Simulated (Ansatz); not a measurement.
# CCSD/def2-SVPD run of C2H4O (oxirane)

Aim: the vertical ionisation energy of C2H4O (oxirane) at CCSD/def2-SVPD, from 2 runs. 

Program for the calculation: Ansatz 0.2.0.

51 further runs of the same task are left out: 51 set aside as unsound or not needed.

### 1 The molecule

C2H4O: 7 atoms, total charge 0, spin state singlet. SMILES: `C1CO1`. The coordinates come from a PBE0-D4/def2-TZVP relaxation.

Bond lengths: C1–C2 1.458 Å, C1–O3 1.416 Å, C2–O3 1.416 Å, C1–H4 1.087 Å, C1–H5 1.087 Å, C2–H6 1.087 Å, C2–H7 1.087 Å. Some angles: C1–C2–O3 59.0°, C2–C1–O3 59.0°, C1–O3–C2 62.0°, C1–C2–H6 119.5°, C1–C2–H7 119.5°, O3–C2–H6 115.3°, O3–C2–H7 115.3°, C2–C1–H4 119.5°, C2–C1–H5 119.5°, O3–C1–H4 115.3°.

### 2 The energy at CCSD/def2-SVPD

run.yaml

```yaml
crystal:
  periodic: [false, false, false]
  atoms:
    - symbol: C
      position_ang: [-0.604500, -0.272900, -0.303700]
    - symbol: C
      position_ang: [0.650000, 0.164200, 0.297000]
    - symbol: O
      position_ang: [-0.339900, 1.100600, -0.086300]
    - symbol: H
      position_ang: [-0.619200, -0.584700, -1.344900]
    - symbol: H
      position_ang: [-1.378400, -0.703100, 0.326900]
    - symbol: H
      position_ang: [0.797000, 0.054800, 1.368500]
    - symbol: H
      position_ang: [1.556200, 0.173200, -0.303300]
basis:
  gaussian: {orbitals: def2-SVPD}
magnetization: {spin_polarized: false}
correlation: {method: ccsd, frozen_orbitals: {C: 1, H: 0, O: 1}}
accuracy: high
scf: {omitted_lower_state_checks: [cluster_reference, increment]}
```

Run with:

```console
$ ansatz run run.yaml --threads 1 --pin off --max-ram 3480MiB --events-out events.jsonl --progress --plain --runs-dir runs
```

The program printed, shortened:

```text
Warning: RAYON_NUM_THREADS=1 ignored (pool sized by the plan → 1); use --threads N
Functional definition: HF
  name "HF"
[...]
1927 factors; integrals over basis functions are off by at most 3.1e-9 eV
[...]
mean field -4156.84104830 eV, -152.7610909168 hartree, gradient 1.3e-8 eV, S^2 0.000000; 0 other end points of the search recorded, 0 dependent functions left out
3 core orbitals not correlated: weight in the atoms' cores, before any rotation towards them, 1.000 or more for the frozen orbitals, at most 0.000 for the correlated occupied ones
reference -4156.84104830 eV, -152.7610909168 hartree; 9, 9 occupied and 83, 83 virtual orbitals, 1927 factors
second order -13.05696921 eV of doubles, -0.00000000 eV of singles
cycle   1  -13.31746454 eV  change   -2.6e-1 eV  update   8.5e-2
[...]
cycle  20  -13.76004648 eV  change  -5.0e-10 eV  update  6.0e-10
Total energy: -4170.60109477 eV, -153.2667632979 hartree
Checks for a lower state left out: cluster_reference, increment
```

Wall time 14 s (1 thread of Arm Neoverse V1, shared host); peak memory 0.7 GiB.

### 3 The doublet cation

in.yaml

```yaml
basis:
  gaussian:
    orbitals: def2-SVPD
crystal:
  periodic: [false, false, false]
  atoms:
    - {symbol: C, position_ang: [-0.604500, -0.272900, -0.303700]}
    - {symbol: C, position_ang: [0.650000, 0.164200, 0.297000]}
    - {symbol: O, position_ang: [-0.339900, 1.100600, -0.086300]}
    - {symbol: H, position_ang: [-0.619200, -0.584700, -1.344900]}
    - {symbol: H, position_ang: [-1.378400, -0.703100, 0.326900]}
    - {symbol: H, position_ang: [0.797000, 0.054800, 1.368500]}
    - {symbol: H, position_ang: [1.556200, 0.173200, -0.303300]}
total_charge: 1
magnetization:
  spin_polarized: true
  initial_magnetization: 1
correlation:
  method: ccsd
  frozen_orbitals: {C: 1, H: 0, O: 1}
accuracy: high
scf:
  omitted_lower_state_checks: [cluster_reference, increment]
```

Run with:

```console
$ ansatz run in.yaml --threads 1 --pin off --max-ram 3480MiB --events-out events.jsonl --progress --plain --runs-dir runs
```

The program printed, shortened:

```text
Warning: RAYON_NUM_THREADS=1 ignored (pool sized by the plan → 1); use --threads N
Functional definition: HF
  name "HF"
[...]
1927 factors; integrals over basis functions are off by at most 3.1e-9 eV
[...]
mean field -4147.49502146 eV, -152.4176307655 hartree, gradient 2.5e-8 eV, S^2 0.762603; 3 other end points of the search recorded, 0 dependent functions left out
3 core orbitals not correlated: weight in the atoms' cores, before any rotation towards them, 1.000 or more for the frozen orbitals, at most 0.000 for the correlated occupied ones
reference -4147.49502146 eV, -152.4176307655 hartree; 9, 8 occupied and 83, 84 virtual orbitals, 1927 factors
second order -11.38616883 eV of doubles, -0.00000000 eV of singles
cycle   1  -12.01516749 eV  change   -6.3e-1 eV  update   8.7e-2
[...]
cycle  27  -12.51934029 eV  change   2.8e-11 eV  update   1.7e-9
Total energy: -4160.01436175 eV, -152.8777080353 hartree
Checks for a lower state left out: cluster_reference, increment
```

Wall time 49 s (1 thread of Arm Neoverse V1, shared host); peak memory 1.3 GiB.

### 4 Results

Level: CCSD/def2-SVPD, 3 core orbitals frozen.

| quantity | value |
| --- | --- |
| singlet C2H4O: total energy | -153.26676 Eh |
| singlet C2H4O: correlation energy (3 core orbitals frozen) | -505.7 mEh |
| singlet C2H4O: T1 diagnostic | 0.012 |
| doublet cation: total energy | -152.87771 Eh |
| doublet cation: correlation energy (3 core orbitals frozen) | -460.1 mEh |
| doublet cation: ⟨S²⟩ of the reference determinant | 0.763 |
| doublet cation: T1 diagnostic | 0.024 |
| vertical ionisation energy (to the doublet cation) | 10.587 eV |

In words: Removing an electron at fixed nuclei costs 10.59 eV (1021 kJ/mol).
